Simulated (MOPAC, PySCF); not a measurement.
C2H3N, SMILES `CC#N`, neutral singlet in the gas phase. 

Cartesian coordinates (Å):
```xyz
6

C     -0.4867    -0.0076     0.0181
C      0.9610     0.0150    -0.0358
N      2.1137     0.0330    -0.0787
H     -0.8766    -0.7698    -0.6586
H     -0.8220    -0.2335     1.0318
H     -0.8894     0.9629    -0.2767
```
Charge 0, spin multiplicity 1.

All levels are single points at this geometry (r2SCAN-D4/def2-TZVP); Pople sets use spherical d functions. Orbital energies aren't observables, and empty levels follow the basis.

```tsv
level	HOMO (eV)	LUMO (eV)	gap (eV)	dipole (D)	vertical IE, Delta-SCF (eV)
r2SCAN-D4/def2-TZVP in PySCF	-8.35	0.09	8.44	4.06	12.08
B3LYP/6-311+G** in PySCF	-9.25	-0.31	8.94	4.05	–
M06-2X/6-31G* in PySCF	-10.60	2.43	13.04	3.79	–
SVWN5/6-31G* in PySCF	-7.91	0.02	7.93	3.84	–
HF/6-31G* in PySCF	-12.45	5.54	17.98	4.06	10.92
PM6 in MOPAC	-12.77	1.34	14.11	3.72	–
```
